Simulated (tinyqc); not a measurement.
Worked calculation: UHF in the sto-3g basis, for OH+, spin multiplicity 3. One step of it, computed by the program tinyqc.

Question. Iteration 3: building the Fock matrix. J_ij = sum D_kl (ij|kl) with D = D(alpha) + D(beta), K_ij = sum D_kl (ik|jl) for each spin; F = H + J - K(s); E = tr D H + tr D J / 2 - 0.5 sum_s tr D(s) K(s) + E_nn.

D(alpha) after iteration 2, lower triangle:
```
            1O 1s      1O 2s    1O 2px    1O 2py    1O 2pz     2H 1s
1O 1s    1.059159
1O 2s   -0.249958   1.056449
1O 2px   0.000000   0.000000  1.000000
1O 2py   0.000000   0.000000  0.000000  1.000000
1O 2pz   0.006822  -0.033368  0.000000  0.000000  0.854246
2H 1s   -0.004274   0.009506  0.000000  0.000000  0.280559  0.092543
```

D(beta) after iteration 2, lower triangle:
```
            1O 1s      1O 2s    1O 2px    1O 2py    1O 2pz     2H 1s
1O 1s    1.058932
1O 2s   -0.248985   1.052385
1O 2px   0.000000   0.000000  0.000000
1O 2py   0.000000   0.000000  0.000000  0.000000
1O 2pz   0.013773  -0.064525  0.000000  0.000000  0.663847
2H 1s   -0.006505   0.014823  0.000000  0.000000  0.413271  0.260172
```

core Hamiltonian H = T + V (hartree), lower triangle:
```
             1O 1s      1O 2s     1O 2px     1O 2py     1O 2pz      2H 1s
1O 1s   -31.890438
1O 2s    -7.416227  -8.518973
1O 2px    0.000000   0.000000  -6.719716
1O 2py    0.000000   0.000000   0.000000  -6.719716
1O 2pz   -0.003846  -0.048551   0.000000   0.000000  -6.738281
2H 1s    -0.189178  -0.549277   0.000000   0.000000  -0.489071  -2.666815
```

Two-electron integrals (ij|kl) in chemists' order, unique and non-zero (hartree):
```
(11|11) 4.785065   (21|11) 0.741380   (21|21) 0.136873   (22|11) 1.118947
(22|21) 0.256633   (22|22) 0.817206   (31|31) 0.024477   (32|31) 0.037809
(32|32) 0.180518   (33|11) 1.115814   (33|21) 0.256684   (33|22) 0.817023
(33|33) 0.880159   (41|41) 0.024477   (42|41) 0.037809   (42|42) 0.180518
(43|43) 0.047444   (44|11) 1.115814   (44|21) 0.256684   (44|22) 0.817023
(44|33) 0.785270   (44|44) 0.880159   (51|51) 0.024477   (52|51) 0.037809
(52|52) 0.180518   (53|53) 0.047444   (54|54) 0.047444   (55|11) 1.115814
(55|21) 0.256684   (55|22) 0.817023   (55|33) 0.785270   (55|44) 0.785270
(55|55) 0.880159   (61|11) 0.018938   (61|21) 0.003471   (61|22) 0.006480
(61|33) 0.006471   (61|44) 0.006471   (61|51) 0.000156   (61|52) 0.000296
(61|55) 0.006500   (61|61) 0.000089   (62|11) 0.061108   (62|21) 0.014258
(62|22) 0.052438   (62|33) 0.051558   (62|44) 0.051558   (62|51) 0.001061
(62|52) 0.009148   (62|55) 0.054145   (62|61) 0.000369   (62|62) 0.004845
(63|31) 0.001290   (63|32) 0.008230   (63|53) 0.001820   (63|63) 0.000610
(64|41) 0.001290   (64|42) 0.008230   (64|54) 0.001820   (64|64) 0.000610
(65|11) 0.053643   (65|21) 0.012650   (65|22) 0.049634   (65|33) 0.047752
(65|44) 0.047752   (65|51) 0.001982   (65|52) 0.015282   (65|55) 0.053344
(65|61) 0.000336   (65|62) 0.005548   (65|65) 0.006859   (66|11) 0.275020
(66|21) 0.065093   (66|22) 0.274555   (66|33) 0.268701   (66|44) 0.268701
(66|51) 0.003819   (66|52) 0.047686   (66|55) 0.286204   (66|61) 0.001679
(66|62) 0.036550   (66|65) 0.048643   (66|66) 0.774606
```

nuclear repulsion = 2.20146526 hartree

Give: Coulomb J; exchange K(alpha); exchange K(beta); F(alpha); F(beta); total energy of this density.

Answer.

Coulomb J (hartree), lower triangle:
```
          1O 1s   1O 2s  1O 2px  1O 2py  1O 2pz   2H 1s
1O 1s   15.8546
1O 2s    2.9191  6.8798
1O 2px   0.0000  0.0000  6.8512
1O 2py   0.0000  0.0000  0.0000  6.8512
1O 2pz  -0.0022  0.0047  0.0000  0.0000  6.9144
2H 1s    0.0741  0.4302  0.0000  0.0000  0.4062  2.4017
```

exchange K(alpha) (hartree), lower triangle:
```
         1O 1s    1O 2s  1O 2px  1O 2py  1O 2pz   2H 1s
1O 1s   4.9120
1O 2s   0.8507   1.4017
1O 2px  0.0000   0.0000  1.1671
1O 2py  0.0000   0.0000  0.0000  1.1671
1O 2pz  0.0003  -0.0108  0.0000  0.0000  1.0753
2H 1s   0.0239   0.1022  0.0000  0.0000  0.1437  0.1114
```

exchange K(beta) (hartree), lower triangle:
```
         1O 1s    1O 2s  1O 2px  1O 2py  1O 2pz   2H 1s
1O 1s   4.8582
1O 2s   0.7681   1.0072
1O 2px  0.0000   0.0000  0.2305
1O 2py  0.0000   0.0000  0.0000  0.2305
1O 2pz  0.0001  -0.0294  0.0000  0.0000  0.8277
2H 1s   0.0215   0.0955  0.0000  0.0000  0.1750  0.2517
```

F(alpha) (hartree), lower triangle:
```
           1O 1s    1O 2s   1O 2px   1O 2py   1O 2pz    2H 1s
1O 1s   -20.9478
1O 2s    -5.3478  -3.0409
1O 2px    0.0000   0.0000  -1.0356
1O 2py    0.0000   0.0000   0.0000  -1.0356
1O 2pz   -0.0064  -0.0331   0.0000   0.0000  -0.8992
2H 1s    -0.1390  -0.2213   0.0000   0.0000  -0.2265  -0.3765
```

F(beta) (hartree), lower triangle:
```
           1O 1s    1O 2s   1O 2px   1O 2py   1O 2pz    2H 1s
1O 1s   -20.8940
1O 2s    -5.2652  -2.6464
1O 2px    0.0000   0.0000  -0.0990
1O 2py    0.0000   0.0000   0.0000  -0.0990
1O 2pz   -0.0062  -0.0145   0.0000   0.0000  -0.6516
2H 1s    -0.1365  -0.2146   0.0000   0.0000  -0.2579  -0.5168
```

total energy of this density = -73.904858 hartree
